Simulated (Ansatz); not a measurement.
**CHS+ (SMILES [CH+]=S): single points off equilibrium**

An exercise on one series of results from a longer session: the logs are not shown, and one member is left open.

Computed with Ansatz 0.2.0, Gaussian basis. Level: single points in def2-TZVPP.

Correlated methods freeze the cores. B3LYP uses VWN-RPA correlation.

## The starting structure

3 atoms, charge 1, spin multiplicity 1.

Atoms are counted from 1 here; the program's logs count them from 0.

Bond lengths: C1–S2 1.500 Å, C1–H3 1.080 Å. Angles: S2–C1–H3 177.4°.

Coordinates:

```
C    -0.1160    0.0273   -0.0702
S     1.1836   -0.2075    0.6412
H    -1.0688    0.1563   -0.5617
```

The first run:

File run/in.yaml:

```yaml
crystal:
  periodic: [false, false, false]
  atoms:
    - {symbol: C, position_ang: [-0.116000, 0.027300, -0.070200]}
    - {symbol: S, position_ang: [1.183600, -0.207500, 0.641200]}
    - {symbol: H, position_ang: [-1.068800, 0.156300, -0.561700]}
basis:
  gaussian: {orbitals: def2-TZVPP}
total_charge: 1
correlation: {method: ccsd_t}
output: {forces: true}
```

The command line of these runs was not kept.

Among the steps run: CCSD(T)/def2-TZVPP; PBE0-D4/def2-TZVPP; wB97M-V/def2-TZVPP; r2SCAN-D4/def2-TZVPP; PBE-D4/def2-TZVPP; r2SCANh-D4/def2-TZVPP; B3LYP-D4/def2-TZVPP.

One of the session's tables, all rows but one given; the rest of the session is left out.

| method | RMS force component (eV/Å) | angle to CCSD(T) forces (°) |
| --- | --- | --- |
| CCSD(T) | 0.518 | reference |
| PBE0-D4 | 1.102 | 3.4 |
| wB97M-V | ? | ? |
| r2SCAN-D4 | 0.906 | 2.7 |
| PBE-D4 | 0.638 | 10.7 |
| r2SCANh-D4 | 1.052 | 4.0 |
| B3LYP-D4 | 0.957 | 3.7 |

Q: Estimate the row for wB97M-V from the others.

As computed: RMS force component (eV/Å): 1.232; angle to CCSD(T) forces (°): 4.7. In the column «RMS force component (eV/Å)» it is the highest.
